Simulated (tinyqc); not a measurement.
Hueckel theory of the pi electrons with the omega technique, for the molecule c1ccccc1 (SMILES; centres numbered as the heavy atoms are written), step by step. One step of it, computed by the program tinyqc.

Question. Energy, charges, bond orders. E = sum n x; q_r = z_r - P_rr; bond order p = P_rs; free valence = sqrt(3) - sum of p over the bonds of the atom.

x values: 2.000000  1.000000  1.000000  -1.000000  -1.000000  -2.000000

occupations: 2.000000  2.000000  2.000000  0.000000  0.000000  0.000000

charge and bond-order matrix P, lower triangle:
```
           1C         2C         3C        4C        5C        6C
1C   1.000000
2C   0.666667   1.000000
3C   0.000000   0.666667   1.000000
4C  -0.333333   0.000000   0.666667  1.000000
5C   0.000000  -0.333333   0.000000  0.666667  1.000000
6C   0.666667   0.000000  -0.333333  0.000000  0.666667  1.000000
```

Centres:
```
centre  z_r, pi electrons of the neutral centre         h
1C                                            1  0.000000
2C                                            1  0.000000
3C                                            1  0.000000
4C                                            1  0.000000
5C                                            1  0.000000
6C                                            1  0.000000
```

Bonds:
```
i  j  k
1  2  1
2  3  1
3  4  1
4  5  1
5  6  1
6  1  1
```

Give: pi energy = 6 alpha + this times beta; pi charges; Bond orders and lengths from R = 1.517 - 0.180 p; free valence of the carbons; gap between the highest filled and the next level.

Answer.

pi energy = 6 alpha + this times beta = 8.0000

pi charges: 1C 0.0000, 2C 0.0000, 3C 0.0000, 4C 0.0000, 5C 0.0000, 6C 0.0000

Bond orders and lengths from R = 1.517 - 0.180 p (angstrom, C-C alone):
```
bond       p       R
1-2   0.6667  1.3970
2-3   0.6667  1.3970
3-4   0.6667  1.3970
4-5   0.6667  1.3970
5-6   0.6667  1.3970
6-1   0.6667  1.3970
```

free valence of the carbons: 1C 0.3987, 2C 0.3987, 3C 0.3987, 4C 0.3987, 5C 0.3987, 6C 0.3987

gap between the highest filled and the next level = 2.0000 |beta|
